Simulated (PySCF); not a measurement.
## C5H10S: calculation and literature

Geometry:
| atom | x (Å) | y (Å) | z (Å) |
| --- | --- | --- | --- |
| S1 | 2.270 | 0.711 | -0.439 |
| C2 | 1.083 | -0.465 | 0.319 |
| C3 | 0.130 | 0.225 | 1.287 |
| C4 | -1.003 | 0.767 | 0.406 |
| C5 | -0.988 | -0.081 | -0.882 |
| C6 | 0.154 | -1.092 | -0.714 |
| H7 | 1.353 | 1.509 | -0.978 |
| H8 | 1.730 | -1.194 | 0.807 |
| H9 | -0.255 | -0.519 | 1.987 |
| H10 | 0.622 | 1.009 | 1.861 |
| H11 | -1.962 | 0.698 | 0.919 |
| H12 | -0.833 | 1.818 | 0.173 |
| H13 | -1.937 | -0.591 | -1.038 |
| H14 | -0.810 | 0.550 | -1.753 |
| H15 | 0.665 | -1.305 | -1.652 |
| H16 | -0.227 | -2.033 | -0.313 |

What is known from experiment: δ ¹³C C2 38.3; C3/C6 37.7; C4/C5 24.6 ppm (measured; solution, not stated per compound (mostly CDCl3 or CCl4); Pretsch, Buehlmann, Badertscher, Structure Determination of Organic Compounds, 4th ed. (2009)).

Averaged over atoms made equivalent by symmetry, fast rotation or ring inversion, non-relativistic, one computed conformer, gas phase. σ from GIAO-PBE0/pcSseg-1; coordinates at the GFN2-xTB level; PySCF 2.14.

**Question.** What does the calculation give, and how does it compare?

**Answer.** 
Reference values: measured (solution, not stated per compound (mostly CDCl3 or CCl4); Pretsch, Buehlmann, Badertscher, Structure Determination of Organic Compounds, 4th ed. (2009)).
```json
{"atoms": "C2", "quantity": "δ ¹³C", "reference": "38.3", "computed": "48.1", "computed, scaled": "41.0"}
{"atoms": "C3/C6", "quantity": "δ ¹³C", "reference": "37.7", "computed": "40.4", "computed, scaled": "37.2"}
{"atoms": "C4/C5", "quantity": "δ ¹³C", "reference": "24.6", "computed": "23.0", "computed, scaled": "20.2"}
```

Computed shifts are σ(ref) − σ with the named reference compound (TMS for H and C) calculated as an isolated molecule at the same level. The measured values may be among those fitted. Empirical linear scaling, fitted to shifts measured mostly in CDCl3 for H and C (δ vs TMS): ¹³C: δ = 179.97 − 0.974σ -3.8 per attached S (rms 2.1 ppm, 958 shifts, 2.3 ppm with the 13 outliers that the fit left out). A few per cent of atoms miss by over 2 rms, more outside the fitted compound classes.

**Question.** How far are the unscaled ¹³C shifts from the references?

**Answer.** Mean signed difference +3.63 ppm, mean absolute 4.70 ppm over 3 comparisons; the largest is +9.8 ppm at C2 (sp3 CH bonded to S).
